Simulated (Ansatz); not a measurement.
**Worked example: AlH₂, doublet against AlH₂⁻, singlet**

Geometry (PBE0/def2-TZVPD stationary point of a singlet), kept for both states (AlH2⁻, singlet: A1; AlH2, doublet: A1):

```xyz
3

Al    0.0000   -0.0810    0.0000
H     0.0000    1.0848   -1.2329
H     0.0000    1.0848    1.2329
```

Basis 6-31++G** (Cartesian d functions); Ansatz 0.2.0. Only valence electrons are correlated (noble-gas cores frozen). R marks a restricted (for open shells ROHF) determinant.

Full CI is exact within this basis and frozen core; it isn't the basis-set limit.

The highest occupied Kohn–Sham level of the anion is positive, up to +1.19 eV, so in those functionals the extra electron is held by the basis alone, which enters their differences from the reference.

```csv
level,"E(AlH2⁻, singlet) (hartree)","E(AlH2, doublet) (hartree)"
RCCSD(T),-243.107961,-243.068506
PBE,-243.434864,-243.387220
full CI,-243.108583,-243.069013
```

Give the vertical gap, AlH2 doublet less AlH2⁻ singlet, at each level in eV (1 hartree = 27.2114 eV), and each error against full CI.

full CI: (-243.069013 − (-243.108583)) × 27.2114 = 1.077 eV (the reference)
PBE: (-243.387220 − (-243.434864)) × 27.2114 = 1.296 eV, error 0.219 eV
RCCSD(T): (-243.068506 − (-243.107961)) × 27.2114 = 1.074 eV, error -0.003 eV

Total energies of functionals can't be set beside those of wave-function methods, since they hold the core's correlation and their own absolute errors; only the differences compare.

In so small a basis the reference is far from its limit while semilocal and hybrid functionals are nearer theirs, so the functionals' errors here hold much of the reference's basis and frozen-core error, which can add to them or hide them.

Each level lands on the state that its own search finds. T1 diagnostics of restricted CCSD: 0.017 and 0.024.
